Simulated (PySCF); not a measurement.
C5H6.
Geometry (GFN2-xTB, Å), atoms numbered from 1 in this order:
```
atom  x, y, z in Å
C1     2.287    1.191    0.388
C2     1.445    0.342    0.365
C3     0.401   -0.664    0.307
C4    -0.692   -0.233   -0.628
C5    -1.951   -0.073   -0.269
H6     3.037    1.924    0.425
H7     0.000   -0.830    1.311
H8     0.843   -1.601   -0.052
H9    -0.376   -0.042   -1.646
H10   -2.707    0.241   -0.968
H11   -2.281   -0.251    0.742
```

A PySCF run (density fitting, gas phase, GFN2-xTB geometry) gave HOMO -10.41 eV, LUMO 2.37 eV, dipole 0.57 D and E = -193.765 Eh.

Task: Which of these levels was it?
A. PBE0/STO-3G
B. B3LYP/def2-SVPD
C. LC-wPBE/def2-SVPD
D. PBE0/3-21G
E. PBE0/pcSseg-1

Result: C. It is LC-wPBE/def2-SVPD. All candidates on this geometry:

```csv
level and settings,kind,basis functions,SCF cycles,E (Eh),HOMO (eV),LUMO (eV),dipole (D)
B3LYP/def2-SVPD,global hybrid,148,14,-193.9131,-7.41,-0.17,0.57
PBE0/pcSseg-1,global hybrid,115,14,-193.7745,-7.63,0.17,0.57
"PBE0/3-21G, level shift 0.3 Eh, start guess atom",global hybrid,57,11,-192.7360,-7.45,0.68,0.55
PBE0/STO-3G,global hybrid,31,13,-191.4359,-5.86,3.39,0.49
"LC-wPBE/def2-SVPD, damping 0.2 at the start, DIIS from the seventh cycle",range-separated hybrid,148,12,-193.7655,-10.41,2.37,0.57
```

The nearest other candidate, by the summed differences of HOMO and LUMO, is PBE0/3-21G: its HOMO differs by +2.96 eV and its LUMO by -1.69 eV. Cycle counts include a coarse-grid stage where the run had one.
